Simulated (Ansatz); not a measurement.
Stepwise reaction of trichlorosilane with hydrogen, as a gas-phase model of exchange steps in deposition or etching. ΔE in kJ/mol; ΔG adds harmonic PBE0-D4 terms to CCSD(T)/CBS, at 1 bar.

Gas-phase electronic energies from Ansatz, PBE0-D4/def2-TZVP geometries. CCSD(T)/CBS adds triple-zeta CCSD(T) − MP2 to the extrapolated MP2 energy (def2 sets, frozen cores). This one scheme is used for every species. Functionals use def2-TZVPP. B3LYP here is the variant with VWN-RPA as its local correlation; programs differ in this.

```json
{"step": "1", "reaction": "`Cl[SiH](Cl)Cl` + H₂ → `Cl[SiH2]Cl` + HCl", "PBE-D4": "79.9", "B3LYP-D4": "77.1", "ωB97M-V": "79.0", "CCSD(T)/CBS": "77.4", "ΔG(600 K)": "66.9"}
{"step": "2", "reaction": "`Cl[SiH2]Cl` + H₂ → `[SiH3]Cl` + HCl", "PBE-D4": "79.2", "B3LYP-D4": "77.1", "ωB97M-V": "79.1", "CCSD(T)/CBS": "78.4", "ΔG(600 K)": "71.9"}
{"step": "3", "reaction": "`[SiH3]Cl` + H₂ → SiH₄ + HCl", "PBE-D4": "69.9", "B3LYP-D4": "69.6", "ωB97M-V": "71.8", "CCSD(T)/CBS": "72.1", "ΔG(600 K)": "70.5"}
```

By hand: ΔE of the 3 steps together at CCSD(T)/CBS.

(77.4) + (78.4) + (72.1) = 227.9 kJ/mol, or 76.0 kJ/mol a step.

In ΔE step 3 is the lowest and step 2 the highest. All are uphill at CCSD(T)/CBS. ΔG lies between 66.9 and 71.9 kJ/mol a step. PBE-D4 differs from CCSD(T)/CBS by -2.2 to 2.5 kJ/mol a step. Isolated molecules leave out the surface, adducts and barriers. Largest T1 diagnostic: 0.011.
